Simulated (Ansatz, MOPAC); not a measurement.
System: CH3O, net charge 1, singlet state. SMILES: C=[OH+]

Atoms: O1, C2, H3, H4, H5. Bonds: O1-C2, O1-H5, C2-H3, C2-H4.

Bond lengths (Å) and angles (degrees) optimised at PM7 with MOPAC; HF/6-31G* with Ansatz (a program for electronic structure); B3LYP/LANL2DZ with Ansatz, each started from the B3LYP-D3(BJ)/def2-TZVP structure (Ansatz) of the last column. A row stands for all coordinates that are equal there; 7 of 8 kinds are shown. 6-31G* holds six Cartesian d functions. No wavenumbers were computed at B3LYP/LANL2DZ, so these may be saddle points.

```csv
coordinate,PM7,HF/6-31G*,B3LYP/LANL2DZ,B3LYP-D3(BJ)/def2-TZVP
O1-C2,1.263,1.232,1.276,1.244
O1-H5,1.043,0.965,0.995,0.985
C2-H3,1.100,1.079,1.096,1.092
C2-H4,1.112,1.076,1.091,1.090
C2-O1-H5,118.2,117.4,122.0,116.4
O1-C2-H3,124.2,121.7,122.4,121.8
O1-C2-H4,112.3,116.2,115.4,115.9
```

Mean signed difference of all 4 bond lengths from B3LYP-D3(BJ)/def2-TZVP: PM7 0.027 Å, HF/6-31G* -0.015 Å, B3LYP/LANL2DZ 0.012 Å.
